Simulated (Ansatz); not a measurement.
# doublet PO: levels of theory in one basis

```xyz
2

P     0.0000    0.0000    0.0000
O     0.0000    0.0000    1.6236
```

Basis set: def2-SVP (spherical functions). Frozen core: 6 orbitals. Correlation on ROHF uses semicanonical orbitals with singles. Charge 0, multiplicity 2.

Computed with Ansatz (development build ahead of 0.2.0); each method stands on the lowest determinant of its kind that the runs found.

```json
{"method": "ROHF", "E − E(ROHF) (eV)": "0.00", "<S²> of the determinant": "0.75"}
{"method": "UHF", "E − E(ROHF) (eV)": "-0.68", "<S²> of the determinant": "1.42"}
{"method": "ROHF-MP2", "E − E(ROHF) (eV)": "-8.44", "<S²> of the determinant": "–"}
{"method": "UHF-MP2", "E − E(ROHF) (eV)": "-7.07", "<S²> of the determinant": "1.42"}
{"method": "ROHF-CCSD(T)", "E − E(ROHF) (eV)": "-8.93", "<S²> of the determinant": "–"}
{"method": "UHF-CCSDT(Q)", "E − E(ROHF) (eV)": "-9.04", "<S²> of the determinant": "1.42"}
```

Problem. What does UHF-CCSD(T) give on the same scale?

Solution. -8.87 eV.

Caution for ROHF, ROHF-MP2, ROHF-CCSD(T): an unrestricted determinant lies well below. Caution for UHF, UHF-MP2, UHF-CCSD(T), UHF-CCSDT(Q): the unrestricted determinant is spin contaminated. Caution for UHF-MP2: the determinant may break the point group. Caution for UHF-CCSD(T), UHF-CCSDT(Q): a plain start can end on a higher determinant. Caution for UHF-CCSD(T): another reference gives a lower total.
